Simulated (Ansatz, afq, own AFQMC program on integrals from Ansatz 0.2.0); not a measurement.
Two steps: Ansatz 0.2.0 writes the Fock matrix and Cholesky factors of the valence space, and afq projects on them the lowest state that overlaps trial and start.

```yaml
crystal:
  periodic: [false, false, false]
  atoms:
    - {symbol: Al, position_ang: [0.000000, 0.000000, 0.352569]}
    - {symbol: Al, position_ang: [0.000000, 0.000000, -2.324369]}
    - {symbol: H, position_ang: [0.000000, 0.000000, 1.971799]}
basis:
  gaussian: {orbitals: 6-31G}
magnetization: {spin_polarized: true, initial_magnetization: 3}
correlation: {method: ccsd_t, electrons: outside_noble_gas, hamiltonian_folder: ham}
```

```sh
$ ansatz run in.yaml --threads 1 --pin off --events-out ev --progress --plain --max-ram 1382MiB
```

afq runs on the folder ham with

```
--method phaseless --trial hf --walkers 340 --populations 1 --least-time 40 --time-step 0.005 --steps-per-block 20 --equilibration-blocks 112 --max-blocks 600 --target-error 0.0009600 --factor-cut 1e-05 --start spin_pure --seed 6594 --taylor-order 6
```

Times are imaginary, in 1/Eh. The walk had a cap of 520 s.

Output of the walk:

```
orbitals 18  electrons 5 2  factors 102 of 308
reference energy -484.27509497 Eh
CCSD correlation -0.07621208 Eh in 13 cycles, weight of the determinant in the CISD state 0.8776
energy of the start -484.275476 Eh
 block  time / (1/Eh)  mean weight  energy / Eh
     1     0.100  1.0002  -484.281499
     2     0.200  1.0001  -484.287063
     3     0.300  1.0001  -484.292503
     4     0.400  1.0003  -484.297940
     5     0.500  1.0003  -484.302357
     8     0.800  1.0004  -484.310627
    13     1.300  0.9998  -484.324050
    49     4.900  1.0003  -484.353152
    85     8.500  0.9995  -484.350609
   121    12.100  0.9999  -484.353415
   157    15.700  1.0000  -484.335330
   193    19.300  0.9999  -484.344227
   229    22.900  0.9997  -484.343633
   265    26.500  1.0000  -484.347939
   301    30.100  0.9996  -484.345928
   325    32.500  1.0002  -484.376049
   337    33.700  0.9999  -484.351993
   373    37.300  1.0002  -484.356310
   409    40.900  1.0001  -484.345957
   445    44.500  1.0001  -484.350588
   481    48.100  1.0005  -484.347897
   505    50.500  1.0006  -484.339356
blocks merged  error / Eh  count
     1  0.000297  400
     2  0.000405  200
     4  0.000554  100
     8  0.000726  50
    16  0.000958  25
    32  0.001075  12
energy -484.348203 +/- 0.000958 Eh
(rows thinned)
```

The run failed at least one of its tests; the cautions name the faults.

Against this walk (error 26.1 meV) on the same determinant: CCSD(T) 151.2 meV lower, CCSDT(Q) 188.9 meV lower, CCSDTQ 193.8 meV lower, full CI (a separate run on its own orbitals, whose frozen core shifts it by up to a few meV) 194.4 meV lower, a separate phaseless walk with a CISD trial and standard settings 167.6 ± 26.5 meV lower. The error is statistical and leaves out the bias of the constraint. Full CI is exact here, so the walk's 194 meV above it is the walk's own error: the bias of the constraint with this trial, or a walk that hasn't relaxed. It lies above even CCSD, by 84 meV.

Cautions: constraint bias not in the error; error not settled; another spin lies lower (by 627 meV); the determinant is a saddle point among determinants of its kind; full CI with its own frozen core.

The walk took 2.2 min on 1 thread of Arm Neoverse V1 (shared host). The log's last line is the phaseless energy.

CCSDT and higher add their correlation energy to the determinant of the CCSD(T) run, since their own runs factorise the integrals more tightly (a shift of under 2 meV). A walk keeps the symmetry of its determinant, which the program's search chose and which needn't be the lowest solution, so a lower state of the same spin and another symmetry isn't excluded.
